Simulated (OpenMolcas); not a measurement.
**FNO-MP2/cc-pVTZ (RICD fitting, virtual fraction 0.2) run of H3O+ (oxonium)**

What is the energy change on altering one bond length of H3O+ (oxonium) at FNO-MP2/cc-pVTZ (RICD fitting, virtual fraction 0.2)? 

The results are computed with OpenMolcas 26.06.

**1. The system as given**

The species is H3O+ (4 atoms), meant as a singlet with charge +1. As SMILES, `[OH3+]`. The shape is that of a GFN2-xTB optimisation.

Bond lengths: O1–H2 0.983 Å, O1–H3 0.983 Å, O1–H4 0.984 Å. Angles: H2–O1–H3 112.0°, H2–O1–H4 112.0°, H3–O1–H4 112.0°.

**2. A single-point energy at FNO-MP2/cc-pVTZ (RICD fitting, virtual fraction 0.2)**

job.inp

```
>>> EXPORT MOLCAS_PRINT=2

&gateway
  baslib=$CurrDir
  coord
  4
  angstrom
  O        0.196050      -0.061020      -0.056900
  H        0.214230       0.919440       0.016470
  H       -0.413410      -0.366620      -0.765680
  H        0.003130      -0.491800       0.806120
  basis=cc-pVTZ
  group=NoSym
  ricd

&seward

&scf
  charge=1
  prorbitals=0

&mbpt2
  fnomp2=0.2
  domp2
  frozen=1
```

The basis set cc-pVTZ is read from a file made from the Basis Set Exchange's data (not shown).

Launch:

```sh
$ export MOLCAS_MEM=1860
$ pymolcas job.inp > job.log
```

Output (excerpt; [...] marks lines left out):

```text
--- Start Module: gateway ---
[...]
--- Stop Module: gateway /rc=_RC_ALL_IS_WELL_ ---
[...]
      Basis functions           72
[...]
--- Start Module: scf ---
[...]
       Convergence after  12 Iterations
[...]
::    Total SCF energy                                -76.3385283575
[...]
      Total spin, S                                     0.0000000000
[...]
      Total electronic charge=   10.000000
      Total            charge=    1.000000
[...]
      Dipole Moment (debye):
      Origin of the operator (angstrom)=    0.1545   -0.0481   -0.0448
                   X= -1.5766E+00               Y=  4.9064E-01               Z=  4.5766E-01           Total=  1.7134E+00
      Center of Charge (angstrom)
[...]
--- Stop Module: scf /rc=_RC_ALL_IS_WELL_ ---
--- Start Module: mbpt2 ---
[...]
WARNING!
Default frozen orbitals as non valence orbitals is overwritten by user input.
Default values:   1
[...]
       Reference weight ( Cref**2 )         =        0.95344
::    Total MBPT2 energy                              -76.5546355688
[...]
--- Stop Module: mbpt2 /rc=_RC_ALL_IS_WELL_ ---
[...]
```

Wall time 2.1 s (1 thread of Arm Neoverse V2, shared host); peak memory 0.089 GiB.

**3. The distorted shape at the same level**

job.inp

```
* H3O FNO-MP2

&GATEWAY
  BasLib = $CurrDir
  Coord
  4
  angstrom
  O        0.348396       0.015371       0.120273
  H        0.366576       0.995831       0.193643
  H       -0.413410      -0.366620      -0.765680
  H        0.155476      -0.415409       0.983293
  Basis = cc-pVTZ
  Group = NoSym
  RICD

&SEWARD

&SCF
  Charge = 1
  PrOrbitals = 0

&MBPT2
  FNOMP2 = 0.2
  DoMP2
  Frozen = 1
```

The basis set cc-pVTZ is read from a file made from the Basis Set Exchange's data (not shown).

Launch:

```sh
$ export MOLCAS_MEM=1860
$ pymolcas job.inp > job.log
```

Output (excerpt; [...] marks lines left out):

```text
--- Start Module: gateway ---
[...]
--- Stop Module: gateway /rc=_RC_ALL_IS_WELL_ ---
[...]
      Basis functions           72
[...]
--- Start Module: scf ---
[...]
       Convergence after  13 Iterations
[...]
::    Total SCF energy                                -76.2986657535
[...]
      Total spin, S                                     0.0000000000
[...]
      Total electronic charge=   10.000000
      Total            charge=    1.000000
[...]
      Dipole Moment (debye):
      Origin of the operator (angstrom)=    0.2988    0.0243    0.1229
                   X= -2.0236E+00               Y=  2.2916E-01               Z= -1.2892E-01           Total=  2.0406E+00
      Center of Charge (angstrom)
[...]
--- Stop Module: scf /rc=_RC_ALL_IS_WELL_ ---
--- Start Module: mbpt2 ---
[...]
WARNING!
Default frozen orbitals as non valence orbitals is overwritten by user input.
Default values:   1
[...]
       Reference weight ( Cref**2 )         =        0.94799
::    Total MBPT2 energy                              -76.5225798987
[...]
--- Stop Module: mbpt2 /rc=_RC_ALL_IS_WELL_ ---
[...]
```

Wall time 2.2 s (1 thread of Arm Neoverse V2, shared host); peak memory 0.092 GiB.

**4. Outcome**

Level: FNO-MP2/cc-pVTZ (RICD fitting, virtual fraction 0.2), 1 core orbital frozen.

| quantity | value |
| --- | --- |
| first shape: total energy | -76.55464 Eh |
| first shape: HOMO energy (Hartree–Fock orbitals) | -25.92 eV |
| first shape: LUMO energy (Hartree–Fock orbitals) | -3.96 eV |
| first shape: HOMO–LUMO gap (Hartree–Fock orbitals) | 21.96 eV |
| first shape: correlation energy (1 core orbital frozen) | -216.1 mEh |
| distorted shape: total energy | -76.52258 Eh |
| distorted shape: HOMO energy (Hartree–Fock orbitals) | -25.06 eV |
| distorted shape: LUMO energy (Hartree–Fock orbitals) | -4.91 eV |
| distorted shape: HOMO–LUMO gap (Hartree–Fock orbitals) | 20.14 eV |
| distorted shape: correlation energy (1 core orbital frozen) | -223.9 mEh |
| energy change with the O1–H3 bond stretched from 0.983 to 1.229 Å | 0.872 eV |

**Reading.** With the O1–H3 bond stretched from 0.983 to 1.229 Å the energy rises by 0.87 eV (84.2 kJ/mol). The first shape isn't relaxed at this level, so the change isn't measured from a minimum. Mulliken charges (distorted shape) of the mean-field density run from -0.16 on O1 to +0.47 on H3.
